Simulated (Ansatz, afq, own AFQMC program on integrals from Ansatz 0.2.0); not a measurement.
# Atomization energy of AlNH₃, doublet

```xyz
5

Al    0.0000   -0.1040    0.6488
N     0.0000    0.0875   -1.1147
H     0.0000    1.2565    1.4988
H     0.0000    0.9771   -1.5913
H     0.0000   -0.6657   -1.7833
```

Connectivity, by distances: AlH–NH2.

Atoms in their ground-state spins without spin–orbit coupling (mostly on UHF) minus the molecule (UHF), without zero-point energy. The geometry is a stationary point, not shown to be a minimum.

Basis cc-pVDZ. Only valence electrons are correlated. AFQMC by an in-house program on the Cholesky factors that Ansatz 0.2.0 writes for its CCSD(T) run. The CISD trial takes its coefficients from CCSD amplitudes. Released means that phaseless walkers are propagated on without the constraint, phases kept. Free projection: walkers drawn from exp(T), propagated without any constraint. Its projection time is finite, and what remains of the start isn't in its error. Error bars are statistical, one sigma. The errors of all members are added in quadrature.

No full CI on the walks' own integrals is used here; CCSDT(Q) serves as the reference and is uncertain by about the last step of the cluster series. Each member takes its own surest rung, up to full CI.

The best estimate is CCSD(T) at the basis-set limit (CBS: def2-TZVPP and def2-QZVPP, with their diffuse functions for anions and beside diffuse sets, CCSD(T) itself extrapolated) plus the step from CCSD(T) to CCSDT(Q) in cc-pVDZ. Rows without CBS are in cc-pVDZ, the functionals in def2-TZVP; B2PLYP and the wave-function rows carry a basis error of their own. Core correlation and relativity beyond core potentials are missing, and ± holds the sampling alone.

Cautions: AlNH₃ (doublet): the released energies move by 1.5 errors or more from one time to the next, so no released level is given (meV from the phaseless value at times in 1/Eh: 1 ± 4 at 0.24, -7 ± 4 at 0.51, -6.7 ± 2.1 at 0.99, 3 ± 3 at 1.62, -4 ± 4 at 2.40), though the last usable value meets CCSDT(Q) within the noise.

```
level  atomization energy (kcal/mol)
  PBE                          334.0
B3LYP                          331.5
   HF                          216.9
```

Q: From these cheaper values, estimate the atomization energy at the level of the best estimate.

A: 333.3 kcal/mol (best estimate, highest rung CCSDT(Q)).

```
                  level  atomization energy (kcal/mol)  error against the best estimate (kcal/mol)
                    MP2                          295.1                                       -38.2
                   CCSD                          288.8                                       -44.6
                CCSD(T)                          291.8                                       -41.5
          ph-AFQMC/CISD                    292.3 ± 0.1                                 -41.1 ± 0.1
             free AFQMC                   292.1 ± 0.07                                -41.2 ± 0.07
                 HF/CBS                          232.0                                      -101.4
                MP2/CBS                          336.1                                         2.8
            CCSD(T)/CBS                          332.9                                        -0.5
                 r2SCAN                          332.1                                        -1.3
                   PBE0                          327.4                                        -6.0
                wB97M-V                          330.8                                        -2.6
                 B2PLYP                          326.9                                        -6.5
surest rungs in cc-pVDZ                          292.3                                       -41.1
```

Correlation beyond CCSD(T) adds 0.5 kcal/mol. Going to the basis-set limit adds 41.1 kcal/mol at CCSD(T). The perturbative (T) step is worth +3.0 kcal/mol. The functionals spread over 7.1 kcal/mol; PBE and r2SCAN come nearest and B2PLYP is 6.5 kcal/mol too low.

Best estimates are given only where the step beyond CCSD(T) is under 0.3 eV and no member's determinant is very poor (T1 over 0.05, or 0.07 for open shells, ⟨S²⟩ too high by 0.3, two states mixed), so the hardest cases are missing from such tables.

The functionals ran in a triple-zeta set and keep a basis error of their own, a few kJ/mol for each bond in atomization energies and more for double hybrids, so close places among them and the extrapolated levels can swap.

Free projections are given only where their last times agree within the noise and don't stop above the reference; a slow remainder of the start can still hide under it. Each member of a difference takes its own highest rung, so a best estimate needn't equal the limit plus the step of one row. A walk keeps the symmetry of its determinant, which the program's search chose and which needn't be the lowest solution, so a lower state of the same spin and another symmetry isn't excluded.
